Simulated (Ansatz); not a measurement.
Geometry optimisation, Ansatz 0.2.0, RKS PBE0-D4/def2-TZVP.

input.yaml

```yaml
crystal:
  periodic: [false, false, false]
  atoms:
    - { symbol: Al, position_ang: [0.2325, 0.345308, -1.364754] }
    - { symbol: "N", position_ang: [1.178593, 0.038499, 1.579598] }
    - { symbol: H, position_ang: [1.223179, 0.784419, 2.262414] }
    - { symbol: H, position_ang: [1.433099, -0.8291, 2.034797] }
    - { symbol: H, position_ang: [1.886249, 0.235053, 0.851405] }
    - { symbol: C, position_ang: [-1.674209, -0.078292, -0.999304] }
    - { symbol: H, position_ang: [-1.777359, -1.027869, -0.46056] }
    - { symbol: H, position_ang: [-2.15289, 0.693216, -0.383812] }
    - { symbol: H, position_ang: [-2.249763, -0.161235, -1.929083] }
basis:
  gaussian: { orbitals: def2-TZVP }
hamiltonian:
  xc: pbe0
  dispersion: d4
relax:
  f_tol: 0.03
  max_steps: 50
```

Command:

```bash
$ ansatz run input.yaml --threads 4 --pin off --max-ram 5120MiB --backend cpu --events-out ev --progress --plain --runs-dir out
```

Q: Where does it end, and by what steps?

A: The forces met the threshold. After 10 steps the energy has fallen by 0.392 eV; H3 moved furthest, 1.01 Å. Joined: Al1–N2 (3.11 → 2.24 Å).

```
step  energy less start (eV)  largest force component (eV/Å)  accepted
   0                  0.0000                           0.874       yes
   1                 -0.0631                           0.924       yes
   2                 -0.1184                           1.756       yes
   3                 -0.2513                           0.488       yes
   4                 -0.3280                           0.328       yes
   5                 -0.3661                           0.284       yes
   6                 -0.3726                           0.240       yes
   7                 -0.3824                           0.532       yes
   8                 -0.3916                           0.034       yes
   9                 -0.3920                           0.031       yes
  10                 -0.3921                           0.007       yes
```

```xyz
9
Properties=species:S:1:pos:R:3
Al 0.542 0.318 -1.167
N 1.010 0.099 1.011
H 0.508 0.804 1.544
H 0.703 -0.808 1.352
H 1.998 0.197 1.213
C -1.371 -0.090 -0.670
H -1.475 -1.078 -0.198
H -1.777 0.644 0.043
H -2.039 -0.086 -1.538
```

Whether the end is a true minimum wasn't checked by a vibrational analysis.

Run time: 15 s on 4 threads of Intel(R) Xeon(R) Platinum 8259CL CPU @ 2.50GHz (Skylake/Cascade Lake), with other jobs on the host, peak memory 0.26 GiB.
